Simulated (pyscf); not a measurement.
Single points on ωB97X-D3(BJ)/def2-SVP structures (PySCF, gas phase).

SMILES: N[Si](N)([SiH3])[SiH3]
```xyz
15

N     -1.5264    -0.8803    -1.8430
Si    -0.3225    -0.5569    -0.6358
N      0.9042     0.4422    -1.3483
Si    -1.0700     0.6419     1.2346
Si     0.3932    -2.6687     0.0866
H     -2.0364    -0.1161    -2.2754
H     -2.0831    -1.7269    -1.8079
H      1.4494     1.0811    -0.7806
H      1.4307     0.1140    -2.1520
H      0.0710     1.0406     2.1185
H     -2.0042    -0.1997     2.0449
H     -1.7981     1.8865     0.8346
H      1.1390    -3.3942    -0.9888
H      1.3030    -2.5278     1.2656
H     -0.7641    -3.5238     0.5008
```

Problem. How much does it cost (ΔH, 298 K, ωB97M-D3(BJ)/def2-TZVP) to split H₂N–Si(NH₂)(SiH₃)–SiH₃ at its N–Si bond into NH₂• + H₂N–Si•(SiH₃)–SiH₃?

Solution. N–Si to NH₂• + H₂N–Si•(SiH₃)–SiH₃: 99.0 kcal/mol. The 7 functionals that were run give +91.7 (r²SCAN) to +100.3 kcal/mol (M06-2X). Other isomers of H₂N–Si•(SiH₃)–SiH₃ were not searched in full and may lie lower.
